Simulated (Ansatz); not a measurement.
hcp Y was calculated with PBE (Ansatz, an electronic-structure program, plane waves, PAW).

Run with plane-wave cutoff 520 eV, 12×12×8 k mesh (along the axes of the cell as run), Fermi–Dirac smearing 0.1 eV, perturbation theory, scalar-relativistic PAW data made under PBE.

The cell has the measured lattice parameters. Conventional cell: a = 3.6483 Å, b = 3.6483 Å, c = 5.7317 Å, α = 90.00°, β = 90.00°, γ = 120.00°.

Harmonic phonon frequencies (cm⁻¹; i marks an imaginary mode):

| q point | frequencies |
|---|---|
| Γ | (withheld) |
| M | (withheld) |
| K | 108 108 108 108 128 135 |

Some entries are withheld; supply them.


- Γ, frequencies: 0 0 0 86 86 143
- M, frequencies: 75 85 122 132 133 139

No imaginary mode appears at these points.

Note: the cell isn't this level's own, so it is under some stress, which shifts stiffness and frequencies.
